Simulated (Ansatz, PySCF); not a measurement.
Gas-phase enthalpy of formation at 298 K, by the atomisation route, of C#CC (SMILES; C3H4, prop-1-yne). Geometries: B3LYP-D3(BJ)/def2-TZVP minima from Ansatz (an electronic-structure program). Cores are frozen in the correlated levels unless marked. Open shells are spin-unrestricted. No spin-orbit coupling. No relativistic terms. Basis-set limits of correlation are two-point, X^-3; Hartree-Fock from the larger set. The bracket is a focal-point correction in the basis named. Thermal terms are rigid-rotor harmonic-oscillator values from B3LYP-D3(BJ) frequencies (PySCF) at 298.15 K and 1 atm. 1 Eh = 627.5095 kcal/mol.

| species | count | E, RI-MP2/CBS(aug-cc-pVTZ,aug-cc-pVQZ)+[CCSD(T)-MP2]/aug-cc-pVTZ (Ansatz) (Eh) | E, PBE/def2-TZVPD (Ansatz) (Eh) | measured ΔHf at 0 K (kcal/mol) | H(298) - H(0) of the element (kcal/mol) |
|---|---|---|---|---|---|
| C#CC | 1 | -116.49490 | -116.53442 | - | - |
| C atom | 3 | -37.79159 | -37.79605 | 169.98 | 0.25 |
| H atom | 4 | -0.49995 | -0.49962 | 51.63 | 1.01 |

Molecule: zero-point energy 34.84, H(298) - H(0) 3.07 kcal/mol. The route leaves out scalar relativity and anharmonic zero-point terms, the atoms' spin-orbit terms, and in the frozen-core level the core correlation. Atomic data: G2/97 table in ASE.

**Question.** Work out De, D0 and ΔHf at 0 and 298 K at both levels, and their errors against the measured value.

**Answer.** 
The atoms' values sum to 716.46 (0 K) and 4.79 (thermal), in kcal/mol.
- RI-MP2/CBS(aug-cc-pVTZ,aug-cc-pVQZ)+[CCSD(T)-MP2]/aug-cc-pVTZ: De = 703.02; D0 = 703.02 - 34.84 = 668.18; ΔHf(0 K) = 716.46 - 668.18 = 48.28; ΔHf(298 K) = 48.28 + 3.07 - 4.79 = 46.56; error +2.2.
- PBE/def2-TZVPD: De = 720.25; D0 = 720.25 - 34.84 = 685.41; ΔHf(0 K) = 716.46 - 685.41 = 31.05; ΔHf(298 K) = 31.05 + 3.07 - 4.79 = 29.33; error -15.1.
Measured: 44.4 kcal/mol (Active Thermochemical Tables 1.112 (ions: stationary electron), as tabulated in the package chemicals).
